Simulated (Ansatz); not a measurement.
System: trimethyl amine, C3H9N, charge 0, multiplicity 1. SMILES: CN(C)C
Structure (B3LYP-D3(BJ)/def2-TZVP (Ansatz, a quantum-chemistry and plane-wave program) minimum search):
```xyz
13

N      0.0026     0.0015     0.3690
C      0.0034     1.3852    -0.0654
C      1.1975    -0.6963    -0.0655
C     -1.2022    -0.6896    -0.0484
H     -0.0042     1.4885    -1.1661
H      0.8915     1.8925     0.3148
H     -0.8763     1.8974     0.3273
H      1.2828    -0.7549    -1.1661
H      1.1956    -1.7143     0.3273
H      2.0837    -0.1858     0.3147
H     -1.3035    -0.7477    -1.1477
H     -2.0800    -0.1742     0.3444
H     -1.2003    -1.7076     0.3443
```
Charge 0, spin multiplicity 1.

CCSD(T) with Ansatz in growing basis sets, 26 correlated electrons. Cores are frozen in the correlated levels unless marked. UHF or UKS for open shells. Spin-orbit coupling is left out. Non-relativistic. Costs are ratios of core time to the smallest set, on shared machines of one kind, and rough; they hold the program's checks for lower states.

| basis | functions | cost over smallest | E(corr) (Eh) | electronic atomisation energy (kcal/mol) |
|---|---|---|---|---|
| cc-pVDZ | 101 | 1× | -0.6875 | 1077.2 |
| cc-pVTZ | 246 | 10× | ? | ? |

**Question.** What does the step to cc-pVTZ buy, and how does its cost grow by formal scaling?

**Answer.** Formally CCSD grows as o²v⁴ and (T) as o³v⁴; with o = 13 and v going from 84 to 229 both grow 55-fold in the last step, while integrals and the mean field grow more slowly. That step adds 139.9 mEh of correlation energy and 55.8 kcal/mol to the atomisation energy. Row: E(corr) (Eh) -0.8275, electronic atomisation energy (kcal/mol) 1133.0.
